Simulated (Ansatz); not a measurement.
**BH5SSi: a reaction path by the nudged elastic band**

What path joins these two structures, and how high does it climb? Both ends were relaxed at PBE0-D4 in triple zeta.

Program: Ansatz 0.2.0, Gaussian basis. Level of theory: PBE0-D4/def2-SVP. These are calculated values, not measurements.

16 further runs of the same task are left out: 16 set aside as unsound or not needed.

## (1) Where the work starts

The first end: 8 atoms, charge 0, spin multiplicity 1.

Atoms are counted from 1 here; the program's logs count them from 0.

Bond lengths: B1–Si2 2.005 Å, B1–S3 1.762 Å, B1–H5 1.195 Å, Si2–H6 1.490 Å, Si2–H7 1.491 Å, Si2–H8 1.490 Å, S3–H4 1.346 Å. Angles: Si2–B1–S3 123.9°, Si2–B1–H5 122.6°, S3–B1–H5 113.4°, B1–Si2–H6 110.6°, B1–Si2–H7 111.4°, B1–Si2–H8 110.5°, H6–Si2–H7 108.3°, H6–Si2–H8 107.7°, H7–Si2–H8 108.3°, B1–S3–H4 100.1°.

Coordinates:

```xyz
8
charge 0, multiplicity 1
B    -0.9630   -0.1834   -0.3941
Si    0.7667   -0.4702    0.5781
S    -1.3818    1.3057   -1.2378
H    -0.2714    2.0301   -1.0030
H    -1.8149   -1.0192   -0.4539
H     0.5152   -0.7714    2.0156
H     1.6425    0.7338    0.4987
H     1.5066   -1.6255   -0.0035
```

The second end:

```xyz
8

B    -2.1137   -0.3227   -0.9563
Si    1.2624    0.1169    0.5959
S    -1.9963    1.2111   -1.3916
H     1.3773    1.4719    0.0042
H    -2.2036   -1.4497   -0.6372
H     0.1228    0.0774    1.5472
H     2.5148   -0.2237    1.3189
H     1.0363   -0.8813   -0.4810
```

## (2) The band at PBE0-D4/def2-SVP

neb/in.yaml reads:

```yaml
crystal:
  periodic: [false, false, false]
  atoms:
    - {symbol: B, position_ang: [-0.962971, -0.183361, -0.394104]}
    - {symbol: Si, position_ang: [0.766659, -0.470217, 0.578121]}
    - {symbol: S, position_ang: [-1.381816, 1.305658, -1.237831]}
    - {symbol: H, position_ang: [-0.271419, 2.030118, -1.003016]}
    - {symbol: H, position_ang: [-1.814863, -1.019167, -0.453916]}
    - {symbol: H, position_ang: [0.515200, -0.771425, 2.015621]}
    - {symbol: H, position_ang: [1.642477, 0.733802, 0.498699]}
    - {symbol: H, position_ang: [1.506630, -1.625509, -0.003474]}
basis:
  gaussian: {orbitals: def2-SVP}
hamiltonian: {xc: pbe0, dispersion: d4}
neb:
  images: 5
  climbing: true
  max_iterations: 40
  initial_path: idpp
  final_atoms:
    - {symbol: B, position_ang: [-2.113731, -0.322662, -0.956279]}
    - {symbol: Si, position_ang: [1.262362, 0.116938, 0.595860]}
    - {symbol: S, position_ang: [-1.996330, 1.211096, -1.391613]}
    - {symbol: H, position_ang: [1.377297, 1.471869, 0.004205]}
    - {symbol: H, position_ang: [-2.203634, -1.449674, -0.637197]}
    - {symbol: H, position_ang: [0.122794, 0.077372, 1.547237]}
    - {symbol: H, position_ang: [2.514834, -0.223709, 1.318930]}
    - {symbol: H, position_ang: [1.036308, -0.881331, -0.481043]}
```

Launch:

```sh
> ansatz run in.yaml --threads 2 --pin off --events-out ev --progress --plain --max-ram 4352MiB
```

The program printed:

```text
Functional definition: PBE0
  name "PBE0"
  cite "Adamo & Barone, J. Chem. Phys. 110, 6158 (1999) doi:10.1063/1.478522"
  cite "Perdew, Burke & Ernzerhof, Phys. Rev. Lett. 77, 3865 (1996) doi:10.1103/PhysRevLett.77.3865"
  parent pbe
  parameter a = 0.25
  parameter kappa = 0.804
  parameter beta = 0.06672455060314922
  exchange = (1 - a)*pbe_x(kappa = kappa, mu = beta*pi^2/3) + a*exact_x
  correlation = pbe_c(beta = beta)
787 factors; integrals over basis functions are off by at most 2.5e-4 eV
mean field evaluation 1: about -19455.1119 eV, gradient 1.7e1 eV
mean field evaluation 2: about -19454.9054 eV, gradient 2.0e1 eV
mean field evaluation 4: about -19456.2555 eV, gradient 6.3e-1 eV
mean field evaluation 8: about -19456.2717 eV, gradient 1.3e-2 eV
mean field -19456.27173222 eV, -715.0047982246 hartree, gradient 9.0e-6 eV, S^2 0.000000; 0 other end points of the search recorded, 0 dependent functions left out
the calculation of the forces begins
reference -19456.27175696 eV, -715.0047991337 hartree; 20, 20 occupied and 55, 55 virtual orbitals, 787 factors
[... from here to the last solve, the lines of the solves are left out (206 solves) ...]
WARN: NEB end point (image 0): max|allowed force component| = 2.245e-1 eV/Å (the criterion of neb.relax_end_points is 1.000e-2). That is over neb.f_tol: it is no minimum, so the barrier can be far off. Relax it first
WARN: NEB end point (image 6): max|allowed force component| = 3.135e-1 eV/Å (the criterion of neb.relax_end_points is 1.000e-2). That is over neb.f_tol: it is no minimum, so the barrier can be far off. Relax it first
NEB iter   1: max|band force component| = 2.728e0 eV/Å  barrier→ = 4.7633 eV  barrier← = 4.1239 eV  Δτ_max = 0.2000 Å  (173 SCF iters)
NEB iter   2: max|band force component| = 2.254e0 eV/Å  barrier→ = 3.7989 eV  barrier← = 3.1594 eV  Δτ_max = 0.2000 Å  (145 SCF iters)
NEB iter   3: max|band force component| = 1.829e0 eV/Å  barrier→ = 3.3321 eV  barrier← = 2.6927 eV  Δτ_max = 0.2000 Å  (145 SCF iters)
NEB iter   4: max|band force component| = 1.775e0 eV/Å  barrier→ = 2.7207 eV  barrier← = 2.0812 eV  Δτ_max = 0.1036 Å  (144 SCF iters)
NEB iter   5: max|band force component| = 9.089e-1 eV/Å  barrier→ = 2.4476 eV  barrier← = 1.8081 eV  Δτ_max = 0.2000 Å  (146 SCF iters)
NEB iter   6: max|band force component| = 9.963e-1 eV/Å  barrier→ = 2.4404 eV  barrier← = 1.8009 eV  Δτ_max = 0.2000 Å  (142 SCF iters)
NEB iter   7: max|band force component| = 1.481e0 eV/Å  barrier→ = 2.2900 eV  barrier← = 1.6506 eV  Δτ_max = 0.1011 Å  (141 SCF iters)
NEB iter   8: max|band force component| = 9.299e-1 eV/Å  barrier→ = 2.1587 eV  barrier← = 1.5193 eV  Δτ_max = 0.1011 Å  (142 SCF iters)
NEB iter   9: max|band force component| = 1.271e0 eV/Å  barrier→ = 2.0895 eV  barrier← = 1.4501 eV  Δτ_max = 0.0500 Å  (142 SCF iters)
NEB iter  10: max|band force component| = 8.420e-1 eV/Å  barrier→ = 2.0156 eV  barrier← = 1.3762 eV  Δτ_max = 0.0991 Å  (132 SCF iters)
NEB iter  11: max|band force component| = 9.739e-1 eV/Å  barrier→ = 1.8652 eV  barrier← = 1.2258 eV  Δτ_max = 0.2000 Å  (143 SCF iters)
NEB iter  12: max|band force component| = 7.856e-1 eV/Å  barrier→ = 1.6083 eV  barrier← = 0.9689 eV  Δτ_max = 0.1945 Å  (130 SCF iters)
NEB iter  13: max|band force component| = 2.080e0 eV/Å  barrier→ = 1.4931 eV  barrier← = 0.8537 eV  Δτ_max = 0.1013 Å  (136 SCF iters)
NEB iter  14: max|band force component| = 8.974e-1 eV/Å  barrier→ = 1.4325 eV  barrier← = 0.7930 eV  Δτ_max = 0.2000 Å  (141 SCF iters)
NEB iter  15: max|band force component| = 2.936e0 eV/Å  barrier→ = 1.4210 eV  barrier← = 0.7816 eV  Δτ_max = 0.0972 Å  (145 SCF iters)
NEB iter  16: max|band force component| = 7.183e-1 eV/Å  barrier→ = 1.3844 eV  barrier← = 0.7450 eV  Δτ_max = 0.1886 Å  (140 SCF iters)
NEB iter  17: max|band force component| = 7.000e-1 eV/Å  barrier→ = 1.4032 eV  barrier← = 0.7638 eV  Δτ_max = 0.0991 Å  (141 SCF iters)
NEB iter  18: max|band force component| = 6.129e-1 eV/Å  barrier→ = 1.3725 eV  barrier← = 0.7331 eV  CI = image 2  Δτ_max = 0.2000 Å  (141 SCF iters)
NEB iter  19: max|band force component| = 7.453e-1 eV/Å  barrier→ = 1.7153 eV  barrier← = 1.0759 eV  CI = image 2  Δτ_max = 0.1668 Å  (141 SCF iters)
NEB iter  20: max|band force component| = 1.538e0 eV/Å  barrier→ = 2.0531 eV  barrier← = 1.4137 eV  CI = image 2  Δτ_max = 0.0847 Å  (147 SCF iters)
NEB iter  21: max|band force component| = 5.352e-1 eV/Å  barrier→ = 1.9543 eV  barrier← = 1.3149 eV  CI = image 2  Δτ_max = 0.1213 Å  (143 SCF iters)
NEB iter  22: max|band force component| = 3.655e-1 eV/Å  barrier→ = 1.9540 eV  barrier← = 1.3146 eV  CI = image 2  Δτ_max = 0.0514 Å  (143 SCF iters)
NEB iter  23: max|band force component| = 2.000e-1 eV/Å  barrier→ = 1.9560 eV  barrier← = 1.3165 eV  CI = image 2  Δτ_max = 0.1117 Å  (138 SCF iters)
NEB iter  24: max|band force component| = 6.790e-1 eV/Å  barrier→ = 1.9543 eV  barrier← = 1.3148 eV  CI = image 2  Δτ_max = 0.0575 Å  (123 SCF iters)
NEB iter  25: max|band force component| = 3.058e-1 eV/Å  barrier→ = 1.9539 eV  barrier← = 1.3145 eV  CI = image 2  Δτ_max = 0.1211 Å  (119 SCF iters)
NEB iter  26: max|band force component| = 5.972e-1 eV/Å  barrier→ = 1.9539 eV  barrier← = 1.3144 eV  CI = image 2  Δτ_max = 0.0570 Å  (118 SCF iters)
NEB iter  27: max|band force component| = 2.030e-1 eV/Å  barrier→ = 1.9538 eV  barrier← = 1.3144 eV  CI = image 2  Δτ_max = 0.0401 Å  (122 SCF iters)
NEB iter  28: max|band force component| = 6.861e-2 eV/Å  barrier→ = 1.9538 eV  barrier← = 1.3144 eV  CI = image 2  Δτ_max = 0.0353 Å  (109 SCF iters)
NEB iter  29: max|band force component| = 1.672e-1 eV/Å  barrier→ = 1.9537 eV  barrier← = 1.3143 eV  CI = image 2  Δτ_max = 0.0174 Å  (115 SCF iters)
NEB iter  30: max|band force component| = 1.332e-1 eV/Å  barrier→ = 1.9537 eV  barrier← = 1.3142 eV  CI = image 2  Δτ_max = 0.0176 Å  (116 SCF iters)
787 factors; integrals over basis functions are off by at most 9.0e-4 eV
mean field -19453.91109887 eV, -714.9180465489 hartree, gradient 3.0e-6 eV, S^2 0.000000; 0 other end points of the search recorded, 0 dependent functions left out
the calculation of the forces begins
reference -19453.91112175 eV, -714.9180473899 hartree; 20, 20 occupied and 55, 55 virtual orbitals, 787 factors
NEB iter  31: max|band force component| = 3.729e-2 eV/Å  barrier→ = 1.9536 eV  barrier← = 1.3142 eV  CI = image 2  CI's point: of a kind that is not told: the force calls were inconclusive, a negative curvature could not be distinguished from the path's own, the only one lies far off the path, or fixed occupations may fill a level only in part  Δτ_max = 0.0000 Å  (1215 SCF iters)
Total energy: -19454.44857922 eV, -714.9377985876 hartree
Atom 0 at    -1.090104    -0.055303    -0.499306 Å, force    -0.000094     0.009194    -0.000424 eV/Å
Atom 1 at     0.846570    -0.164054     0.491424 Å, force    -0.004375     0.001027    -0.002557 eV/Å
Atom 2 at    -1.766869     1.294508    -1.338591 Å, force    -0.001143    -0.004336     0.005001 eV/Å
Atom 3 at    -0.241040     0.926631    -0.588450 Å, force     0.003373    -0.005677    -0.003105 eV/Å
Atom 4 at    -1.439509    -1.192997    -0.271304 Å, force     0.000792    -0.000692    -0.002489 eV/Å
Atom 5 at     0.427319    -0.460877     1.891232 Å, force     0.000676     0.000392     0.000764 eV/Å
Atom 6 at     1.784737     0.999654     0.472403 Å, force     0.000394    -0.000582     0.001166 eV/Å
Atom 7 at     1.478794    -1.347663    -0.157308 Å, force     0.000378     0.000673     0.001644 eV/Å
Dipole moment:     0.422377    -0.196383     0.264684 e Å
```

Wall time 2.4 min (2 threads of AMD EPYC 9R14, shared host).

The last band:

```
image  path (Å)  energy (kJ/mol)  Si2–H4 (Å)  B1–Si2 (Å)  S3–H4 (Å)
    0      0.00              0.0        3.14        2.00       1.35
    1      0.71             67.8        2.43        2.03       1.35
    2      1.42            188.5        1.88        2.18       1.74
    3      2.41             93.4        1.51        2.95       2.58
    4      3.40             65.9        1.49        3.63       3.31
    5      4.40             63.3        1.49        3.78       3.60
    6      5.39             61.7        1.48        3.74       3.66
```

The highest image, 2:

```xyz
8

B    -1.0901   -0.0553   -0.4993
Si    0.8466   -0.1641    0.4914
S    -1.7669    1.2945   -1.3386
H    -0.2410    0.9266   -0.5885
H    -1.4395   -1.1930   -0.2713
H     0.4273   -0.4609    1.8912
H     1.7847    0.9997    0.4724
H     1.4788   -1.3477   -0.1573
```

## (3) What came out

```
                                                                       quantity                                                  value
                                                PBE0-D4/def2-SVP, 31 iterations  highest 188.5 kJ/mol (image 2), last end +61.7 kJ/mol
from earlier runs: barrier over the separately found saddle, CCSD(T)/def2-TZVPP                                           200.0 kJ/mol
```

**Reading.** The highest image lies 188.5 kJ/mol above the first end, and it climbed, so it estimates the saddle. The ends are not quite minima at this level (largest force component 0.31 eV/Å), so the heights are unreliable: relaxing the first end would lower it and raise the barrier above it. The highest image is 11.5 kJ/mol below the CCSD(T) barrier in triple zeta, which comes from separate runs on the saddle.
